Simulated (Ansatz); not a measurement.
# AlBCl+ (triplet): wave-function methods side by side, def2-QZVPP

The task here is to estimate one member of a computed series from the others.

Program: Ansatz 0.2.0, Gaussian basis. Level of theory: def2-QZVPP, core rule «outside noble gas», up to 11 orbitals frozen. These are calculated values, not measurements.

Plan: UHF; ROHF; CCSD(T) on UHF.

2 further runs of the same task are left out: 2 set aside as unsound or not needed. Runs told in other sessions of the task aren't counted.

### The system

The geometry is a PBE0/def2-TZVP stationary point (not a proven minimum) of the parent state, kept for this charge and spin.

3 atoms, charge 1, spin multiplicity 3.

Atoms are counted from 1 here; the program's logs count them from 0.

Bond lengths: B1–Al2 2.149 Å, Al2–Cl3 2.113 Å. Angles: B1–Al2–Cl3 121.7°.

Set-up of the first run:

The input, in.yaml:

```yaml
crystal:
  periodic: [false, false, false]
  atoms:
    - {symbol: B, position_ang: [0.000000, 0.761887, -2.406751]}
    - {symbol: Al, position_ang: [0.000000, -0.553323, -0.706867]}
    - {symbol: Cl, position_ang: [0.000000, 0.188778, 1.271874]}
basis:
  gaussian: {orbitals: "def2-QZVPP.json"}
total_charge: 1
magnetization: {spin_polarized: true, initial_magnetization: 2}
hamiltonian: {xc: hf}
output: {orbitals: {seedname: orbitals}}
```

Command:

```
> ansatz run in.yaml --threads 1 --pin off --events-out ev --progress --plain --max-ram 2393MiB
```

Steps of the session up to this table: UHF; ROHF; CCSD(T) on UHF.

One table of the session follows, with a row left open; its other results are not shown here.

| method | from UCCSD(T) (kcal/mol) |
| --- | --- |
| ROHF | +219.09 |
| UHF | +214.24 |
| UMP2 | +31.65 |
| UCCSD | ? |
| UCCSD(T) | 0 |

Estimate the missing values for UCCSD.

As computed: from UCCSD(T) (kcal/mol): +10.47. In the column «from UCCSD(T) (kcal/mol)» it lies between UCCSD(T) (0) and UMP2 (+31.65).

To keep in mind: Warnings: coupled cluster took another determinant than the lowest.
